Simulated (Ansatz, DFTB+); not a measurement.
**Strength of the C–O bond: C3H4O → C3H3 + OH**

Species: C3H4O `C#CCO`, singlet; C3H3 (propargyl radical) `[CH]=C=C`, doublet; OH, doublet. 

Shapes, held fixed at every level: PBE0-D4/def2-TZVP. Flexible molecules stand in one conformer, not always the lowest. Programs: Ansatz 0.2.0, DFTB+ 25.1. The zero-point and thermal change to 298 K, harmonic and unscaled (PBE0-D4/def2-TZVP), is -24.0 kJ/mol.

```csv
level,kind,ΔH(298 K) (kJ/mol),CPU time (sum over the molecules)
DFTB3-D3(BJ),semi-empirical,+417.4,0.13 s
HF/def2-TZVPP,Hartree–Fock,+166.9,–
SPW92/def2-TZVPP,LDA,+418.8,5.3 s
PBE-D4/def2-TZVPP,GGA,+332.5,9.2 s
r2SCAN-D4/def2-TZVPP,meta-GGA,+299.9,17 s
B3LYP-D4/def2-TZVPP,global hybrid,+309.1,12 s
wB97M-V/def2-TZVPP,range-separated hybrid,+335.6,28 s
B2PLYP/def2-TZVPP,double hybrid,+323.4,17 s
```

B2PLYP/def2-TZVPP gives ΔH(298 K) = +323.4 kJ/mol; the levels span +166.9 to +418.8. DFTB3-D3(BJ) strays far from the other rows. The median of the levels is +328.0. Hartree–Fock misses the correlation of the pair that is broken and comes out low. No measured value is set beside it here. Spin contamination: C3H3 (⟨S²⟩ up to 0.96). Open shells run unrestricted unless RO is named. Times are processor times on shared x86 and Arm servers, and rough.
